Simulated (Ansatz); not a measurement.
**MgBH₂ (doublet): the correlation ladder at scale of all distances = 2.369, 6-31G**

Aim: climb from Hartree-Fock through coupled cluster and multireference methods for MgBH₂ (doublet) at one geometry and basis, and see what each rung misses.

Method: 6-31G, core rule «outside noble gas», up to 6 orbitals frozen; program: Ansatz 0.2.0, Gaussian basis.

The runs, in order: UHF; CCSD(T) on ROHF; CCSD(T) on UHF; BCCD(T) on ROHF; CISD as a restricted active space (open shells left free, so some higher excitations enter); CCSDT(Q) on ROHF; CCSDT(Q) on UHF; CISDTQ; CCSDTQ on ROHF; CASSCF and MRCISD+Q, 3 electrons in 3 orbitals; CASSCF and NEVPT2, 3 electrons in 3 orbitals; CASSCF and MRCISD+Q, 7 electrons in 10 orbitals; CASSCF and NEVPT2, 7 electrons in 10 orbitals; Full CI.

7 further runs of the same task are left out: 6 that didn't finish, 1 set aside as unsound or not needed. Runs told in other sessions of the task aren't counted.

### Step 1. The system

The geometry derives from a PBE0/def2-TZVP stationary point (not a proven minimum). All distances are scaled together.

4 atoms, charge 0, spin multiplicity 2.

Atoms are counted from 1 here; the program's logs count them from 0.

No contacts short enough for the rule that draws bonds.

As a file:

```xyz
4

B     0.0000    0.0000    2.9029
Mg    0.0000    0.0000   -2.3008
H     0.0000    0.0000    5.7335
H     0.0000    0.0000   -6.3356
```

### Step 2. UHF

File in.yaml:

```yaml
crystal:
  periodic: [false, false, false]
  atoms:
    - {symbol: B, position_ang: [0.000000, 0.000000, 2.902878]}
    - {symbol: Mg, position_ang: [0.000000, 0.000000, -2.300765]}
    - {symbol: H, position_ang: [0.000000, 0.000000, 5.733525]}
    - {symbol: H, position_ang: [0.000000, 0.000000, -6.335639]}
basis:
  gaussian: {orbitals: 6-31G}
magnetization: {spin_polarized: true, initial_magnetization: 1}
hamiltonian: {xc: hf}
output: {orbitals: {seedname: orbitals}}
```

Started as:

```sh
> ansatz run in.yaml --threads 1 --pin off --events-out ev --progress --plain --max-ram 2393MiB
```

The runs that follow: CCSD(T) on ROHF; CCSD(T) on UHF; BCCD(T) on ROHF; CISD as a restricted active space (open shells left free, so some higher excitations enter); CCSDT(Q) on ROHF; CCSDT(Q) on UHF; CISDTQ; CCSDTQ on ROHF; CASSCF and MRCISD+Q, 3 electrons in 3 orbitals; CASSCF and NEVPT2, 3 electrons in 3 orbitals; CASSCF and MRCISD+Q, 7 electrons in 10 orbitals; CASSCF and NEVPT2, 7 electrons in 10 orbitals; Full CI.

Q: Predict the results of all the runs planned. Wanted: FCI from the RHF energy; RMP2 from FCI; UMP2 from FCI; RCCSD from FCI; RCCSD(T) from FCI; UCCSD(T) from FCI; RCCSDT(Q) from FCI; UCCSDT(Q) from FCI; NEVPT2 pair from FCI.

**Answer**, as computed:

| quantity | value |
| --- | --- |
| FCI from the ROHF energy | -4.3511 eV |
| RMP2 from FCI | +197.7 kJ/mol |
| UMP2 from FCI | +114.9 kJ/mol |
| RCCSD from FCI | +8.4 kJ/mol |
| RCCSD(T) from FCI | -1.1 kJ/mol |
| UCCSD(T) from FCI | +3.2 kJ/mol |
| RCCSDT(Q) from FCI | +0.3 kJ/mol |
| UCCSDT(Q) from FCI | -0.3 kJ/mol |
| NEVPT2 pair from FCI | +91.6 kJ/mol |
| NEVPT2 valence from FCI | +11.3 kJ/mol |
| MRCISD+Q valence from FCI | 0.0 kJ/mol |
| levels within 1 kcal/mol (43 meV) | RCCSD(T), UCCSD(T), BCCD(T), RCCSDT, UCCSDT, CISDTQ, RCCSDT(Q), UCCSDT(Q), RCCSDTQ, MRCISD valence, MRCISD+Q valence |
| T1 diagnostic | 0.070 |
| effectively unpaired electrons | 2.21 |

In words: RCCSD(T) misses by -1.1 kJ/mol, 0.3 % of the correlation energy. CCSD(T) misses by -1.1 kJ/mol on the restricted determinant and by +3.2 kJ/mol on the unrestricted one; the two need not hold the same state or core. RCCSD(T), RCCSDT, UCCSDT(Q) fall below full CI: unrestricted runs freeze a spin-polarised core, another one than full CI's, and coupled cluster isn't variational. With 2.2 effectively unpaired electrons against 1 the state is strongly multireference. Coupled cluster on one determinant still stays close here. Of the multireference levels listed MRCISD+Q valence comes nearest in total energy (0.0 kJ/mol), which doesn't show that its space is the better one. These misses are within one basis, not against nature; the frozen cores of restricted and unrestricted runs differ, which can shift their rows.

Levels on UHF freeze UHF's core orbitals, full CI those of ROHF, so the U rows can settle a little off it for that reason alone.

With open shells the CI space here admits some higher excitations, so it is larger than plain CISD.
